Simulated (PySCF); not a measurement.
# `N/C=C(/O)C=[NH2+]`, [C3H7N2O]+, charge +1

Geometry:
```json
{"atom": "N1", "x (Å)": "0.628", "y (Å)": "0.572", "z (Å)": "2.014"}
{"atom": "C2", "x (Å)": "0.539", "y (Å)": "0.996", "z (Å)": "0.760"}
{"atom": "C3", "x (Å)": "0.075", "y (Å)": "0.329", "z (Å)": "-0.364"}
{"atom": "O4", "x (Å)": "0.045", "y (Å)": "0.895", "z (Å)": "-1.604"}
{"atom": "C5", "x (Å)": "-0.406", "y (Å)": "-0.982", "z (Å)": "-0.346"}
{"atom": "N6", "x (Å)": "-0.836", "y (Å)": "-1.563", "z (Å)": "-1.441"}
{"atom": "H7", "x (Å)": "0.991", "y (Å)": "1.187", "z (Å)": "2.734"}
{"atom": "H8", "x (Å)": "0.352", "y (Å)": "-0.356", "z (Å)": "2.315"}
{"atom": "H9", "x (Å)": "0.886", "y (Å)": "2.025", "z (Å)": "0.612"}
{"atom": "H10", "x (Å)": "0.361", "y (Å)": "1.806", "z (Å)": "-1.623"}
{"atom": "H11", "x (Å)": "-0.442", "y (Å)": "-1.566", "z (Å)": "0.576"}
{"atom": "H12", "x (Å)": "-1.189", "y (Å)": "-2.515", "z (Å)": "-1.445"}
{"atom": "H13", "x (Å)": "-0.814", "y (Å)": "-1.043", "z (Å)": "-2.317"}
```

Total charge +1.

Level of theory: UKS CAM-B3LYP/def2-SVP four-point reorganisation energy, gas phase (PySCF 2.14.0). Geometry: CAM-B3LYP/def2-SVP.

The conformer changes in this relaxation, which adds to the reorganisation energy.

Problem. What is the inner reorganisation energy for electron transfer, with the electron affinity?

Solution. λ = 0.448 (surface of the reduced species) + 0.650 (surface of the starting species) = 1.098 eV. The electron affinity is 4.55 eV vertical and 5.00 eV adiabatic without zero-point energy; at the relaxed geometry of the reduced species the two energies differ by 5.65 eV. Largest bond changes: C5–N6 1.312 → 1.387 Å, N1–C2 1.327 → 1.397 Å, C3–O4 1.364 → 1.384 Å, C3–C5 1.397 → 1.385 Å, C2–C3 1.387 → 1.393 Å. ⟨S²⟩ of the relaxed reduced species 0.792.
